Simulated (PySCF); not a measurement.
Sulfur: a sound run and one with changed settings

Sound run: S [Ne] 3s2 3p4, S+ [Ne] 3s2 3p3. Calculation: PySCF 2.14, in x2c-TZVPall (5s5p2d1f, 37 functions); scalar relativity by spin-free X2C-1e. The sound run starts from symmetry-adapted Hartree-Fock orbitals and uses a fine grid where one is needed.

Changed run: initial guess atom, at most 50 SCF cycles, level shift 10.0 hartree.

```json
{"species": "S", "method": "UHF", "sound run (hartree)": "-398.58439", "changed run (hartree)": "-398.58439", "converged": "no"}
{"species": "S", "method": "M06-L", "sound run (hartree)": "-399.18435", "changed run (hartree)": "-399.18433", "converged": "no"}
{"species": "S", "method": "PBE", "sound run (hartree)": "-399.03155", "changed run (hartree)": "-399.03153", "converged": "no"}
{"species": "S+", "method": "UHF", "sound run (hartree)": "-398.24553", "changed run (hartree)": "-398.24552", "converged": "no"}
{"species": "S+", "method": "M06-L", "sound run (hartree)": "-398.80879", "changed run (hartree)": "-398.80873", "converged": "no"}
{"species": "S+", "method": "PBE", "sound run (hartree)": "-398.64936", "changed run (hartree)": "-398.64927", "converged": "no"}
```

A level shift slows the SCF but leaves a converged energy unchanged.
